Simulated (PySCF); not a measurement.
**Ionising SiS**

PBE0; basis Si def2-TZVPPD, S def2-TZVPPD; no relativity; PySCF 2.14. Neutral (UKS): singlet (closed shell), Re = 1.930 Å, ωe = 766 cm⁻¹, De = 6.20 eV, HOMO -8.08 eV, LUMO -2.37 eV.

SiS⁻ (UKS): doublet (π ↑), Re = 2.030 Å, ωe = 622 cm⁻¹, De = 4.72 eV to Si + S⁻. The energies at the minima are -687.45174 hartree for SiS and -687.47310 for SiS⁻.

Problem. Work out the adiabatic electron affinity, without and with harmonic zero-point energies (1 hartree = 27.2114 eV, 1 eV = 8065.5 cm⁻¹), and the change of the bond length.

Solution. At PBE0: 0.02136 hartree = 0.581 eV between the minima; the zero-point term (766.0 − 622.0)/2 cm⁻¹ = +0.009 eV makes it 0.590 eV. Re changes by +10.0 pm against the neutral. The electron enters a π orbital, and the longer bond of the ion fits an antibonding orbital, or a change in how ionic the bond is.

For an ion De counts to the pair picked by the measured ionisation energies or electron affinities, which need not be the lowest pair at this level. The highest Kohn–Sham level is positive in this anion. Much of that is self-interaction error, but it also means that the finite basis helps to hold the extra electron. States were picked by a PBE0 search and need not be the measured ground states.
